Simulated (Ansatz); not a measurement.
# CH3FS2: small, medium and large basis sets

How large a basis does CH3FS2 need? Two functionals are run in growing sets.

The runs use Ansatz 0.2.0, Gaussian basis; one geometry, several basis sets.

Levels to be run: PBE0-D4/def2-SVP; ωB97M-V/def2-SVP; PBE0-D4/def2-QZVPP; ωB97M-V/def2-QZVPP; the functionals' def2-TZVPP values are taken from earlier runs.

## (1) Structure used throughout

The geometry comes from an earlier relaxation with PBE0-D4/def2-TZVP; it is a stationary point, not always the lowest conformer.

7 atoms, charge 0, spin multiplicity 1.

Atoms are counted from 1 here; the program's logs count them from 0.

Bond lengths: F1–C2 1.372 Å, C2–S3 1.789 Å, C2–H5 1.095 Å, C2–H6 1.091 Å, S3–S4 2.041 Å, S4–H7 1.347 Å. Angles: F1–C2–S3 112.8°, F1–C2–H5 108.8°, F1–C2–H6 108.5°, S3–C2–H5 105.9°, S3–C2–H6 110.0°, H5–C2–H6 111.0°, C2–S3–S4 102.6°, S3–S4–H7 98.4°.

## (2) PBE0-D4 in def2-SVP

in.yaml

```yaml
crystal:
  periodic: [false, false, false]
  atoms:
    - {symbol: F, position_ang: [-1.278126, -0.169882, 0.990962]}
    - {symbol: C, position_ang: [-0.593073, 0.710728, 0.191750]}
    - {symbol: S, position_ang: [0.117643, -0.072849, -1.251290]}
    - {symbol: S, position_ang: [1.756503, -1.016105, -0.484233]}
    - {symbol: H, position_ang: [-1.295034, 1.459539, -0.189187]}
    - {symbol: H, position_ang: [0.192865, 1.178385, 0.786540]}
    - {symbol: H, position_ang: [1.160522, -2.157816, -0.090440]}
basis:
  gaussian: {orbitals: def2-SVP}
hamiltonian: {xc: pbe0, dispersion: d4}
output: {orbitals: {seedname: orbitals}}
```

Launch:

```
$ ansatz run in.yaml --threads 2 --pin off --events-out ev --progress --plain --max-ram 4352MiB
```

Further steps of the session: ωB97M-V in def2-SVP; PBE0-D4 in def2-QZVPP; ωB97M-V in def2-QZVPP.

Q: Predict the results of all the runs planned. Wanted: PBE0-D4: double and triple zeta above quadruple; ωB97M-V: double and triple zeta above quadruple.

The runs gave:

```
                                       quantity           value
PBE0-D4: double and triple zeta above quadruple  13.25, 0.87 eV
ωB97M-V: double and triple zeta above quadruple  13.29, 0.84 eV
```

**Reading.** For PBE0-D4 the step from double to triple zeta gains 12.38 eV and the next only 0.87 eV. Total energies overstate the basis error of differences, where much of it tends to cancel. The LUMO of ωB97M-V is positive and keeps falling with the basis (1.71 to 0.99 eV): an unbound level that the basis holds in place.
